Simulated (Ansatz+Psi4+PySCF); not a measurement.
Results of a calculation; reference values are marked as such.
A run of PySCF 2.14.0 on doublet SiF2(+) at this shape:

```yaml
atoms:
  - { symbol: Si, position_ang: [0.0134, 0.0137, -0.0088] }
  - { symbol: F, position_ang: [-0.0061, 1.2515, 1.0278] }
  - { symbol: F, position_ang: [-0.0130, -1.2294, 1.0279] }
```

Its results:

```
Converged                       : yes
Reference energy                : -487.62493 hartree
Correlation energy              : -0.57854 hartree
Total energy                    : -488.20347 hartree
Spin squared of the determinant : 0.756
```

Messages of the program:
```
WARN: HOMO -0.300839893350933 >= LUMO -0.300839893350933
WARN: HOMO -0.300839893350933 >= LUMO -0.300839893350933
```

**Question.** Which input gives this output? Name the method, the orbitals and the basis set, and write the input.

**Answer.** UHF-MP2 in cc-pVTZ on F; cc-pV(T+d)Z on Si.

```python
from pyscf import gto, scf, mp

# the (T+d) and (D+d) sets load through basis_set_exchange
mol = gto.M(atom="""
Si 0.013370 0.013720 -0.008790
F -0.006120 1.251550 1.027840
F -0.013040 -1.229360 1.027860
""", basis={'F': 'cc-pvtz', 'Si': 'cc-pv(t+d)z'}, charge=1, spin=1)
mf = scf.UHF(mol)
mf.kernel()
pt = mp.MP2(mf, frozen=7).run()
print(mf.e_tot, pt.e_corr, pt.e_tot)
```
